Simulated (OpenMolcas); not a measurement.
# HF (hydrogen fluoride) at 6 levels

Aim: a comparison of 6 runs (B2PLYP/pcseg-0, B3LYP/pcseg-0, PBE/pcseg-0, PBE0/pcseg-0, UB3LYP/pcseg-0, ACPF/pcseg-0) of HF (hydrogen fluoride). 

Program for the calculation: OpenMolcas 26.06.

1 further run of the same task is left out (set aside as unsound or not needed).

**1. The system as given**

The species is HF (2 atoms), meant as a singlet with charge 0. As SMILES, `F`. The F1–H2 distance was set to 1.840 Å, away from the relaxed value.

**2. A single-point energy at B2PLYP/pcseg-0 (run 1)**

Contents of run.input:

```
>>> EXPORT MOLCAS_PRINT=2
&GATEWAY
BasLib=$CurrDir
Coord
2
angstrom
F       -1.169981       0.433793      -0.589190
H        0.390000      -0.144600       0.196400
Basis=pcseg-0
Group=NoSym
&SEWARD
GridInput
Grid=UltraFine
End of Grid
&SCF
KSDFT=B2PLYP_SCF
Thresholds=1e-10 1e-07 1e-07 1e-05
PrOrbitals=1 1
&MBPT2
Frozen=1
```

The basis set pcseg-0 is read from a file made from the Basis Set Exchange's data (not shown).

Launch:

```bash
$ export MOLCAS_MEM=1860
$ pymolcas run.input > run.log
```

Standard output:

```text
--- Start Module: gateway ---
[...]
--- Stop Module: gateway /rc=_RC_ALL_IS_WELL_ ---
[...]
      Basis functions           11
[...]
--- Start Module: scf ---
[...]
       Convergence after  12 Iterations
[...]
::    Total KS-DFT energy                             -99.8111889892
[...]
      Total spin, S                                     0.0000000000
[...]
      Total electronic charge=   10.000000
      Total            charge=   -0.000000
[...]
      Dipole Moment (debye):
      Origin of the operator (angstrom)=   -1.0914    0.4047   -0.5496
                   X=  2.1800E+00               Y= -8.0826E-01               Z=  1.0978E+00           Total=  2.5711E+00
      Quadrupole Moment (debye*angstrom):
[...]
--- Stop Module: scf /rc=_RC_ALL_IS_WELL_ ---
[...]
--- Start Module: mbpt2 ---
[...]
 ###    WARNING: MP2 implementation intended for RHF references only         ###
 ###############################################################################
MBPT2 WARNING: Reference function according to RunFile:KS-DFT
I'll assume you know what you're doing and continue
WARNING!
Default frozen orbitals as non valence orbitals is overwritten by user input.
Default values:   1
[...]
       Reference weight ( Cref**2 )         =        0.84940
::    Total MBPT2 energy                             -100.0464336342
[...]
      Total MBPT2 calculations                           0.03      0.03
--- Stop Module: mbpt2 /rc=_RC_ALL_IS_WELL_ ---
[...]
```

Wall time 2.7 s (1 thread of Arm Neoverse V1, shared host); peak memory 0.37 GiB.

**3. A single-point energy at B3LYP/pcseg-0 (run 2)**

Contents of run.input:

```
&gateway
baslib
$CurrDir
coord
2
angstrom
F       -1.169981       0.433793      -0.589190
H        0.390000      -0.144600       0.196400
basis
pcseg-0
group
NoSym
&seward
gridinput
Grid=UltraFine
End of Grid
&scf
ksdft
B3LYP
thresholds
1e-10 1e-07 1e-07 1e-05
prorbitals
1 1
```

The basis set pcseg-0 is read from a file made from the Basis Set Exchange's data (not shown).

Launch:

```bash
$ export MOLCAS_MEM=1860
$ pymolcas run.input > run.log
```

Standard output:

```text
--- Start Module: gateway ---
[...]
--- Stop Module: gateway /rc=_RC_ALL_IS_WELL_ ---
--- Start Module: seward ---
[...]
      Basis functions           11
--- Stop Module: seward /rc=_RC_ALL_IS_WELL_ ---
--- Start Module: scf ---
[...]
       Convergence after  10 Iterations
[...]
::    Total KS-DFT energy                             -99.9722423420
[...]
      Total spin, S                                     0.0000000000
[...]
      Total electronic charge=   10.000000
      Total            charge=   -0.000000
[...]
      Dipole Moment (debye):
      Origin of the operator (angstrom)=   -1.0914    0.4047   -0.5496
                   X=  1.9511E+00               Y= -7.2339E-01               Z=  9.8253E-01           Total=  2.3011E+00
      Quadrupole Moment (debye*angstrom):
[...]
--- Stop Module: scf /rc=_RC_ALL_IS_WELL_ ---
[...]
```

Wall time 2.6 s (1 thread of Arm Neoverse V1, shared host); peak memory 0.37 GiB.

Runs 3 to 4 aren't shown in full; the table further down has their settings and results.

**4. The energy at UB3LYP/pcseg-0 (run 5)**

Contents of run.input:

```
* FH Kohn-Sham DFT
&GATEWAY
BasLib
$CurrDir
Coord
2
angstrom
F       -1.169981       0.433793      -0.589190
H        0.390000      -0.144600       0.196400
Basis
pcseg-0
Group
NoSym
&SEWARD
GridInput
Grid=UltraFine
End of Grid
&SCF
UHF
KSDFT
B3LYP
Thresholds
1e-10 1e-07 1e-07 1e-05
Scramble
0.25
PrOrbitals
1 1
```

The basis set pcseg-0 is read from a file made from the Basis Set Exchange's data (not shown).

Launch:

```bash
$ export MOLCAS_MEM=1860
$ pymolcas run.input > run.log
```

Standard output:

```text
--- Start Module: gateway ---
[...]
--- Stop Module: gateway /rc=_RC_ALL_IS_WELL_ ---
--- Start Module: seward ---
[...]
      Basis functions           11
--- Stop Module: seward /rc=_RC_ALL_IS_WELL_ ---
--- Start Module: scf ---
[...]
       Convergence after  30 Iterations
[...]
::    Total KS-DFT energy                             -99.9818423419
[...]
      Total spin, S                                     0.3437308019
[...]
      Total electronic charge=   10.000000
      Total            charge=   -0.000000
[...]
      Dipole Moment (debye):
      Origin of the operator (angstrom)=   -1.0914    0.4047   -0.5496
                   X=  1.5123E+00               Y= -5.6070E-01               Z=  7.6156E-01           Total=  1.7836E+00
      Quadrupole Moment (debye*angstrom):
[...]
--- Stop Module: scf /rc=_RC_ALL_IS_WELL_ ---
[...]
```

Wall time 6.6 s (1 thread of Arm Neoverse V1, shared host); peak memory 0.37 GiB.

**5. The energy at ACPF/pcseg-0 (run 6)**

Contents of run.input:

```
* FH ACPF
>>> EXPORT MOLCAS_PRINT=2
&GATEWAY
BasLib=$CurrDir
Coord
2
angstrom
F       -1.169981       0.433793      -0.589190
H        0.390000      -0.144600       0.196400
Basis=pcseg-0
Group=NoSym
&SEWARD
&SCF
Thresholds=1e-10 1e-07 1e-07 1e-05
PrOrbitals=1 1
&MOTRA
Frozen=1
&GUGA
Electrons=8
Spin=1
Inactive=4
Active=0
CIAll=1
&CPF
ACPF
```

The basis set pcseg-0 is read from a file made from the Basis Set Exchange's data (not shown).

Launch:

```bash
$ export MOLCAS_MEM=1860
$ pymolcas run.input > run.log
```

Standard output:

```text
--- Start Module: gateway ---
[...]
--- Stop Module: gateway /rc=_RC_ALL_IS_WELL_ ---
[...]
      Basis functions           11
[...]
       Convergence after  10 Iterations
[...]
::    Total SCF energy                                -99.4989118280
[...]
      Total spin, S                                     0.0000000000
[...]
      *** WARNING: Default frozen orbitals is overwritten by user input.
      *** Default values:   1
[...]
--- Start Module: guga ---
[...]
--- Stop Module: guga /rc=_RC_ALL_IS_WELL_ ---
--- Start Module: cpf ---
[...]
      Active orbitals                            0       0
[...]
      Spin quantum number                      0.0
[...]
     FINAL ACPF ENERGY         -99.71628558
     FINAL CORRELATION ENERGY   -0.21737375  REFERENCE ENERGY     -99.49891183
[...]
      Title:  ACPF natural orbitals
[...]
      Total electronic charge=   10.000000
      Total            charge=   -0.000000
[...]
      Dipole Moment (debye):
      Origin of the operator (angstrom)=   -1.0914    0.4047   -0.5496
                   X= -7.8553E-02               Y=  2.9125E-02               Z= -3.9558E-02           Total=  9.2648E-02
      Quadrupole Moment (debye*angstrom):
[...]
--- Stop Module: cpf /rc=_RC_ALL_IS_WELL_ ---
[...]
```

Run time: 1.6 s. Hardware: 1 thread of Arm Neoverse V1, shared host; peak memory 0.37 GiB.

**6. The series**

```
run           level  frozen core orbitals  scramble  energy (Eh)  dipole moment (D) of the reference  HOMO energy (eV)  LUMO energy (eV)  wall time
  1  B2PLYP/pcseg-0                     1         –   -99.874705                                2.57            -11.66             -3.68      2.7 s
  2   B3LYP/pcseg-0                     –         –   -99.972242                                2.30             -9.25             -5.28      2.6 s
  3     PBE/pcseg-0                     –         –   -99.885443                                2.18             -7.16             -5.93      2.7 s
  4    PBE0/pcseg-0                     –         –   -99.867744                                2.44             -9.61             -4.99      2.5 s
  5  UB3LYP/pcseg-0                     –      0.25   -99.981842                                1.78             -9.38             -4.73      6.6 s
  6    ACPF/pcseg-0                     1         –   -99.716286                                3.02            -13.41             -1.43      1.6 s
```

**7. Outcome**

| quantity | value |
| --- | --- |
| run 6: total energy | -99.71629 Eh |
| run 6: dipole moment (mean-field density) | 3.02 D |
| run 6: HOMO energy (Hartree–Fock orbitals) | -13.41 eV |
| run 6: LUMO energy (Hartree–Fock orbitals) | -1.43 eV |
| run 6: HOMO–LUMO gap (Hartree–Fock orbitals) | 11.99 eV |
| run 6: correlation energy (1 core orbital frozen) | -217.4 mEh |

Over runs 1, 2, 3, 4, 5 the dipole moment (its size) runs from 1.78 D (UB3LYP/pcseg-0) to 2.57 D (B2PLYP/pcseg-0). A double hybrid's value is that of its SCF part. Over runs 1, 2, 3, 4, 5 the HOMO–LUMO gap runs from 1.24 eV (PBE/pcseg-0) to 7.98 eV (B2PLYP/pcseg-0). For B2PLYP the log adds the whole second-order term; the table takes 0.27 of it, as the functional is defined. Totals of different functionals can't be ranked against each other. In runs 1, 2, 3, 4, 6 a closed-shell determinant meets a far-stretched bond, which it describes badly. Spin contamination of the reference: run 5 ⟨S²⟩ = 0.46. All runs together took 19 s, the longest 6.6 s.
